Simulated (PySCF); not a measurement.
# C2H5F: NMR shifts at several levels of theory, part 2 of 2

PySCF 2.14.0. Atoms count from 0. The steps go on from the part before.

### 10 NMR shieldings: PBE0/6-31G

Job settings and geometry (Å):

```
{"job": {"kind": "nmr", "xc": "PBE0", "basis": "6-31G", "pop": true}, "charge": 0, "multiplicity": 1}
C      0.761585     0.078709     0.055251
C     -0.728775    -0.128283    -0.018786
F     -1.314255     0.875874    -0.751974
H      1.233529    -0.721865     0.644621
H      1.205202     0.074717    -0.951414
H      0.996407     1.042670     0.530422
H     -1.180644    -0.128036     0.988710
H     -0.972734    -1.092991    -0.497507
```

Level: GIAO PBE0/6-31G NMR shielding, non-relativistic, gas phase.

The log of the run:

```text
coarse grid: 6360 points
cycle   1  E = -178.7850362043  dE =  1.369e-01  |g| = 4.798e-01  |ddm| = 2.229e+00
cycle   2  E = -178.7577930940  dE =  2.724e-02  |g| = 6.529e-01  |ddm| = 9.616e-01
cycle   3  E = -178.8289890521  dE = -7.120e-02  |g| = 4.245e-02  |ddm| = 5.389e-01
cycle   4  E = -178.8293829231  dE = -3.939e-04  |g| = 1.578e-02  |ddm| = 4.584e-02
cycle   5  E = -178.8294422243  dE = -5.930e-05  |g| = 9.714e-04  |ddm| = 1.470e-02
cycle   6  E = -178.8294423988  dE = -1.745e-07  |g| = 5.384e-04  |ddm| = 1.284e-03
final grid: 60880 points
cycle   7  E = -178.8185223357  dE = -7.021e-06  |g| = 6.557e-03  |ddm| = 1.116e-02
cycle   8  E = -178.8185164445  dE =  5.891e-06  |g| = 8.754e-03  |ddm| = 1.171e-02
cycle   9  E = -178.8185318478  dE = -1.540e-05  |g| = 6.140e-04  |ddm| = 6.532e-03
cycle  10  E = -178.8185319254  dE = -7.761e-08  |g| = 4.317e-05  |ddm| = 5.490e-04
cycle  11  E = -178.8185319258  dE = -3.096e-10  |g| = 1.643e-05  |ddm| = 4.426e-05
converged SCF energy = -178.8185319258

GIAO shielding tensors (ppm)
atom      isotropic    diamagn.    paramagn.     s11        s22        s33       span
  0 C      181.851     247.772     -65.921    165.291    182.620    197.641     32.350
  1 C      124.930     240.438    -115.509     88.441    105.831    180.517     92.076
  2 F      417.301     470.007     -52.706    384.325    410.402    457.176     72.851
  3 H       31.680      29.206       2.474     28.229     29.172     37.638      9.410
  4 H       30.986      29.097       1.888     27.513     29.021     36.423      8.911
  5 H       30.987      29.096       1.891     27.516     29.023     36.422      8.906
  6 H       28.061      28.140      -0.078     23.821     28.120     32.243      8.422
  7 H       28.060      28.136      -0.076     23.827     28.116     32.237      8.411
```

Run time: 3 s. Hardware: 1 thread, shared host.

In short: δ C1 74.6, C0 17.7, F2 -239.9, H6 4.55, H3 1.39 ppm (means over like atoms).

### 11 Shielding tensors: PBE0/6-31G*

Same as in step 10 but for these lines:

```diff
@@ -1,2 +1,2 @@
-{"job": {"kind": "nmr", "xc": "PBE0", "basis": "6-31G", "pop": true}, "charge": 0, "multiplicity": 1}
+{"job": {"kind": "nmr", "xc": "PBE0", "basis": "6-31G*", "pop": true}, "charge": 0, "multiplicity": 1}
 C      0.761585     0.078709     0.055251
```

Method: GIAO PBE0/6-31G* NMR shielding, non-relativistic, gas phase.

The log of the run:

```text
coarse grid: 6360 points
cycle   1  E = -178.8232008420  dE =  9.479e-02  |g| = 4.884e-01  |ddm| = 2.224e+00
cycle   2  E = -178.8006565131  dE =  2.254e-02  |g| = 6.339e-01  |ddm| = 8.527e-01
cycle   3  E = -178.8668112245  dE = -6.615e-02  |g| = 4.848e-02  |ddm| = 4.822e-01
cycle   4  E = -178.8672606715  dE = -4.494e-04  |g| = 1.855e-02  |ddm| = 4.776e-02
cycle   5  E = -178.8673428357  dE = -8.216e-05  |g| = 1.929e-03  |ddm| = 1.617e-02
cycle   6  E = -178.8673435954  dE = -7.597e-07  |g| = 5.019e-04  |ddm| = 1.673e-03
final grid: 60880 points
cycle   7  E = -178.8559293046  dE = -1.195e-05  |g| = 7.069e-03  |ddm| = 1.183e-02
cycle   8  E = -178.8559226489  dE =  6.656e-06  |g| = 9.429e-03  |ddm| = 1.178e-02
cycle   9  E = -178.8559403411  dE = -1.769e-05  |g| = 6.596e-04  |ddm| = 6.361e-03
cycle  10  E = -178.8559404276  dE = -8.649e-08  |g| = 1.008e-04  |ddm| = 6.010e-04
cycle  11  E = -178.8559404294  dE = -1.755e-09  |g| = 1.646e-05  |ddm| = 7.448e-05
cycle  12  E = -178.8559404294  dE = -5.019e-11  |g| = 7.050e-06  |ddm| = 1.681e-05
converged SCF energy = -178.8559404294

GIAO shielding tensors (ppm)
atom      isotropic    diamagn.    paramagn.     s11        s22        s33       span
  0 C      176.898     248.809     -71.910    161.810    177.263    191.622     29.812
  1 C      119.403     240.036    -120.634     84.177    100.520    173.510     89.333
  2 F      419.900     468.818     -48.918    386.476    415.991    457.233     70.758
  3 H       31.189      29.233       1.956     28.102     28.762     36.701      8.599
  4 H       30.537      29.236       1.301     27.297     28.786     35.529      8.232
  5 H       30.539      29.235       1.304     27.302     28.788     35.526      8.224
  6 H       27.488      27.947      -0.459     23.298     27.871     31.294      7.996
  7 H       27.486      27.944      -0.458     23.304     27.867     31.288      7.984
```

Wall time 3.7 s (1 thread, shared host).

In short: δ C1 74.7, C0 17.2, F2 -221.0, H6 4.48, H3 1.21 ppm (means over like atoms).

### 12 NMR shieldings: PBE0/6-311+G(2d,p)

Same as in step 11 but for these lines:

```diff
@@ -1,2 +1,2 @@
-{"job": {"kind": "nmr", "xc": "PBE0", "basis": "6-31G*", "pop": true}, "charge": 0, "multiplicity": 1}
+{"job": {"kind": "nmr", "xc": "PBE0", "basis": "6-311+G(2d,p)", "pop": true}, "charge": 0, "multiplicity": 1}
 C      0.761585     0.078709     0.055251
```

Method: GIAO PBE0/6-311+G(2d,p) NMR shielding, non-relativistic, gas phase.

The log of the run:

```text
coarse grid: 6360 points
cycle   1  E = -178.8815803634  dE =  9.495e-02  |g| = 4.634e-01  |ddm| = 1.903e+00
cycle   2  E = -178.8527004445  dE =  2.888e-02  |g| = 6.564e-01  |ddm| = 6.109e-01
cycle   3  E = -178.9190943645  dE = -6.639e-02  |g| = 5.796e-02  |ddm| = 3.469e-01
cycle   4  E = -178.9196155406  dE = -5.212e-04  |g| = 2.409e-02  |ddm| = 3.963e-02
cycle   5  E = -178.9197415818  dE = -1.260e-04  |g| = 2.991e-03  |ddm| = 1.481e-02
cycle   6  E = -178.9197432356  dE = -1.654e-06  |g| = 2.494e-04  |ddm| = 2.070e-03
final grid: 60880 points
cycle   7  E = -178.9229140283  dE = -3.210e-05  |g| = 5.860e-03  |ddm| = 2.210e-02
cycle   8  E = -178.9229104027  dE =  3.626e-06  |g| = 7.413e-03  |ddm| = 7.213e-03
cycle   9  E = -178.9229219105  dE = -1.151e-05  |g| = 8.563e-04  |ddm| = 3.871e-03
cycle  10  E = -178.9229220125  dE = -1.020e-07  |g| = 2.386e-04  |ddm| = 5.372e-04
cycle  11  E = -178.9229220213  dE = -8.798e-09  |g| = 2.051e-05  |ddm| = 1.213e-04
cycle  12  E = -178.9229220214  dE = -7.151e-11  |g| = 5.046e-06  |ddm| = 2.012e-05
converged SCF energy = -178.9229220214

GIAO shielding tensors (ppm)
atom      isotropic    diamagn.    paramagn.     s11        s22        s33       span
  0 C      169.131     244.944     -75.814    152.545    169.586    185.261     32.717
  1 C      107.544     240.685    -133.142     68.819     86.598    167.214     98.395
  2 F      411.457     464.491     -53.034    383.611    397.733    453.028     69.416
  3 H       30.581      29.319       1.263     27.420     27.842     36.482      9.062
  4 H       30.125      29.180       0.945     26.980     28.282     35.114      8.134
  5 H       30.127      29.177       0.951     26.985     28.285     35.112      8.126
  6 H       27.102      28.908      -1.806     22.986     27.473     30.849      7.863
  7 H       27.101      28.905      -1.804     22.992     27.469     30.842      7.850
```

Run time: 7.2 s. Hardware: 1 thread, shared host.

In short: δ C1 78.9, C0 17.3, F2 -236.7, H6 4.41, H3 1.23 ppm (means over like atoms).

### 13 Nuclear shieldings: PBE0/def2-SVP

Same as in step 12 but for these lines:

```diff
@@ -1,2 +1,2 @@
-{"job": {"kind": "nmr", "xc": "PBE0", "basis": "6-311+G(2d,p)", "pop": true}, "charge": 0, "multiplicity": 1}
+{"job": {"kind": "nmr", "xc": "PBE0", "basis": "def2-SVP", "pop": true}, "charge": 0, "multiplicity": 1}
 C      0.761585     0.078709     0.055251
```

Level: GIAO PBE0/def2-SVP NMR shielding, non-relativistic, gas phase.

The log of the run:

```text
coarse grid: 6360 points
cycle   1  E = -178.6637152183  dE =  7.826e-02  |g| = 4.681e-01  |ddm| = 2.514e+00
cycle   2  E = -178.6418994869  dE =  2.182e-02  |g| = 6.094e-01  |ddm| = 8.813e-01
cycle   3  E = -178.7034134573  dE = -6.151e-02  |g| = 4.552e-02  |ddm| = 5.008e-01
cycle   4  E = -178.7037707061  dE = -3.572e-04  |g| = 1.982e-02  |ddm| = 4.710e-02
cycle   5  E = -178.7038658700  dE = -9.516e-05  |g| = 2.254e-03  |ddm| = 1.817e-02
cycle   6  E = -178.7038669212  dE = -1.051e-06  |g| = 3.863e-04  |ddm| = 1.869e-03
final grid: 60880 points
cycle   7  E = -178.7285911643  dE = -1.289e-05  |g| = 6.268e-03  |ddm| = 1.352e-02
cycle   8  E = -178.7285861579  dE =  5.006e-06  |g| = 8.186e-03  |ddm| = 1.084e-02
cycle   9  E = -178.7286000964  dE = -1.394e-05  |g| = 6.250e-04  |ddm| = 5.974e-03
cycle  10  E = -178.7286001701  dE = -7.365e-08  |g| = 1.048e-04  |ddm| = 6.264e-04
cycle  11  E = -178.7286001720  dE = -1.952e-09  |g| = 1.300e-05  |ddm| = 7.623e-05
cycle  12  E = -178.7286001721  dE = -2.842e-11  |g| = 6.501e-06  |ddm| = 1.510e-05
converged SCF energy = -178.7286001721

GIAO shielding tensors (ppm)
atom      isotropic    diamagn.    paramagn.     s11        s22        s33       span
  0 C      177.367     246.784     -69.417    162.368    178.062    191.670     29.302
  1 C      118.663     241.180    -122.517     81.416     99.098    175.474     94.058
  2 F      424.084     468.934     -44.850    386.788    424.596    460.869     74.080
  3 H       30.605      29.634       0.971     27.392     27.839     36.585      9.193
  4 H       30.046      29.635       0.411     26.796     28.053     35.288      8.491
  5 H       30.047      29.635       0.413     26.800     28.056     35.286      8.486
  6 H       27.138      29.007      -1.869     23.037     27.316     31.060      8.022
  7 H       27.136      29.003      -1.867     23.043     27.312     31.053      8.009
```

Wall time 4.4 s (1 thread, shared host).

This run: δ C1 75.1, C0 16.4, F2 -209.4, H6 4.20, H3 1.11 ppm (means over like atoms).

### 14 Shielding tensors: PBE0/def2-TZVP

Same as in step 13 but for these lines:

```diff
@@ -1,2 +1,2 @@
-{"job": {"kind": "nmr", "xc": "PBE0", "basis": "def2-SVP", "pop": true}, "charge": 0, "multiplicity": 1}
+{"job": {"kind": "nmr", "xc": "PBE0", "basis": "def2-TZVP", "pop": true}, "charge": 0, "multiplicity": 1}
 C      0.761585     0.078709     0.055251
```

Level: GIAO PBE0/def2-TZVP NMR shielding, non-relativistic, gas phase.

The log of the run:

```text
coarse grid: 6360 points
cycle   1  E = -178.9007908833  dE =  9.236e-02  |g| = 4.710e-01  |ddm| = 1.788e+00
cycle   2  E = -178.8728954028  dE =  2.790e-02  |g| = 6.591e-01  |ddm| = 7.671e-01
cycle   3  E = -178.9392945462  dE = -6.640e-02  |g| = 5.647e-02  |ddm| = 4.671e-01
cycle   4  E = -178.9397823914  dE = -4.878e-04  |g| = 2.504e-02  |ddm| = 4.037e-02
cycle   5  E = -178.9399183717  dE = -1.360e-04  |g| = 2.918e-03  |ddm| = 1.562e-02
cycle   6  E = -178.9399199455  dE = -1.574e-06  |g| = 2.767e-04  |ddm| = 2.265e-03
final grid: 60880 points
cycle   7  E = -178.9389508709  dE = -3.980e-05  |g| = 5.995e-03  |ddm| = 2.568e-02
cycle   8  E = -178.9389470682  dE =  3.803e-06  |g| = 7.539e-03  |ddm| = 7.333e-03
cycle   9  E = -178.9389587980  dE = -1.173e-05  |g| = 8.566e-04  |ddm| = 4.035e-03
cycle  10  E = -178.9389588975  dE = -9.950e-08  |g| = 2.404e-04  |ddm| = 7.021e-04
cycle  11  E = -178.9389589068  dE = -9.275e-09  |g| = 2.168e-05  |ddm| = 1.651e-04
cycle  12  E = -178.9389589069  dE = -7.924e-11  |g| = 5.267e-06  |ddm| = 1.894e-05
converged SCF energy = -178.9389589069

GIAO shielding tensors (ppm)
atom      isotropic    diamagn.    paramagn.     s11        s22        s33       span
  0 C      168.813     246.481     -77.668    152.853    168.619    184.967     32.114
  1 C      105.901     238.931    -133.030     66.657     84.580    166.467     99.810
  2 F      411.099     466.122     -55.023    380.778    399.373    453.145     72.367
  3 H       30.559      29.469       1.091     27.457     27.819     36.403      8.946
  4 H       30.121      29.468       0.653     26.986     28.294     35.081      8.095
  5 H       30.123      29.467       0.656     26.992     28.297     35.079      8.088
  6 H       27.097      28.744      -1.647     22.998     27.503     30.790      7.792
  7 H       27.096      28.741      -1.645     23.004     27.499     30.783      7.779
```

It took 8.8 s on 1 thread, shared host.

This run: δ C1 80.8, C0 17.8, F2 -232.2, H6 4.38, H3 1.21 ppm (means over like atoms).

### 15 Run by run: NMR shifts

Shifts (ppm), means over like atoms, with basis size and wall time (the measured row can stand on another reference than the computed rows):

```
               run    C1    C0    H6    H3      F2  functions   time
     WP04/pcSseg-2  85.5  19.4  4.28  1.27  -227.5        178   13 s
    B97-2/pcSseg-2  82.5  18.7  4.40  1.25  -231.1        178   14 s
BHandHLYP/pcSseg-2  80.7  18.8  4.30  1.30  -217.0        178   14 s
CAM-B3LYP/pcSseg-2  84.1  18.9  4.45  1.31  -226.0        178   17 s
  wB97X-D/pcSseg-2  82.6  18.6  4.36  1.25  -227.4        178   16 s
  LC-wPBE/pcSseg-2  83.4  18.6  4.39  1.26  -217.3        178   22 s
       PBE0/STO-3G  57.7  17.5  1.98  0.87  -147.7         20  1.6 s
        PBE0/6-31G  74.6  17.7  4.55  1.39  -239.9         37    3 s
       PBE0/6-31G*  74.7  17.2  4.48  1.21  -221.0         52  3.7 s
PBE0/6-311+G(2d,p)  78.9  17.3  4.41  1.23  -236.7        111  7.2 s
     PBE0/def2-SVP  75.1  16.4  4.20  1.11  -209.4         67  4.4 s
    PBE0/def2-TZVP  80.8  17.8  4.38  1.21  -232.2        123  8.8 s
          measured  80.1  15.8  4.55  1.35  -211.5          –      –
```

Measured: solution, not stated per compound (mostly CDCl3 or CCl4); Pretsch, Buehlmann, Badertscher, Structure Determination of Organic Compounds, 4th ed. (2009); G. Saielli, R. Bini, A. Bagno, Computational 19F NMR. 2. Organic compounds, RSC Adv. 2014, ESI (exp. from Berger-Braun-Kalinowski 1994 and Everett 1995).

### 16 What came out

The summary covers parts 1 to 2.

| quantity | value |
| --- | --- |
| point group | Cs |
| rotational constants (main isotopes) | 36.57, 9.44, 8.29 GHz |
| ¹³C shifts against TMS (WP04/pcSseg-2) | 85.5, 19.4 ppm |
| ¹H shifts against TMS (WP04/pcSseg-2, means over atoms taken as alike) | 4.28, 1.27 ppm |
| ¹⁹F shifts against CFCl3 (WP04/pcSseg-2) | -227.5 ppm |
| measured, and computed on the same scale | C1 δ 80.1, 85.5; C0 δ 15.8, 19.4; H6 δ 4.55, 4.28; H3 δ 1.35, 1.27; F2 δ -211.5, -227.5 ppm |
| range of the shift of F2 | -239.9 to -147.7 ppm |
| property runs in this session | 12, of which 0 failed and 1 gave unsound results |

**Reading.** Single values in the summary come from the first run of each kind that ended normally (WP04/pcSseg-2), which need not be the best level. Over 3 steps the energy fell by 0.017 eV; of the close pairs, C1–F2 changed most, 1.359 to 1.374 Å. No frequency check was run at this level, so the end point may be a saddle. Against the measured ¹³C shifts the unscaled results are off by 4.5 ppm on average (signed mean +4.5, 2 signals). Against the measured ¹H shifts the unscaled results are off by 0.18 ppm on average (signed mean -0.18, 2 signals). Vibration, temperature and solvent are missing from the calculation, so part of the miss against the measured shifts is not the functional's. Across the 12 runs the shift of F2 moves most, between -239.9 (PBE0/6-31G) and -147.7 ppm (PBE0/STO-3G). A minimal basis is unusable for shieldings, so that end is no result. For the 2 measured ¹³C shifts, PBE0/def2-TZVP misses least (1.3 ppm, 8.8 s) and PBE0/STO-3G most (12.1 ppm, 1.6 s). For the 2 measured ¹H shifts, PBE0/6-31G misses least (0.02 ppm, 3 s) and PBE0/STO-3G most (1.53 ppm, 1.6 s). One molecule ranks no method: errors cancel, and vibration and temperature are missing from all runs.
